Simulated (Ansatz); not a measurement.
System: hcp Hf. Method: PBE in Ansatz (PAW).

Numerical settings: plane-wave cutoff 520 eV, 18×18×12 k mesh (along the axes of the cell as run), Fermi–Dirac smearing 0.05 eV, scalar-relativistic PAW data made under PBE.

A third-order Birch–Murnaghan fit to the energies gives V0 = 22.535 Å³/atom, B0 = 107 GPa, B′ = 3.4.

```
V (Å³/atom)     P (GPa)
-----------  ----------
21.634             4.69
22.084       (withheld)
22.535             0.00
22.986       (withheld)
23.436            -3.93
```

Estimate the withheld pressures from this fit; the answers are the runs' own values.


- 22.084, P (GPa): 2.24
- 22.986, P (GPa): -2.05

The formula P = (3/2) B0 (x^(7/3) − x^(5/3)) [1 + (3/4)(B′ − 4)(x^(2/3) − 1)] with x = V0/V meets the computed pressures within 0.02 GPa when these rounded values are put in.

Shape and atoms are relaxed at each volume.

Measured, for comparison: bulk modulus 110 GPa (zero-point energy and finite temperature contributions removed; as tabulated in doi:10.1021/acs.jctc.3c00612). Computed (rounded) less measured: bulk modulus -3 %.

Note: the bulk modulus comes from volumes at which shape and atoms were relaxed.

Spin–orbit coupling is not included.

Static lattice: no zero-point or thermal effects.

The result took roughly 7 core-minutes.

Ansatz is a first-principles code.
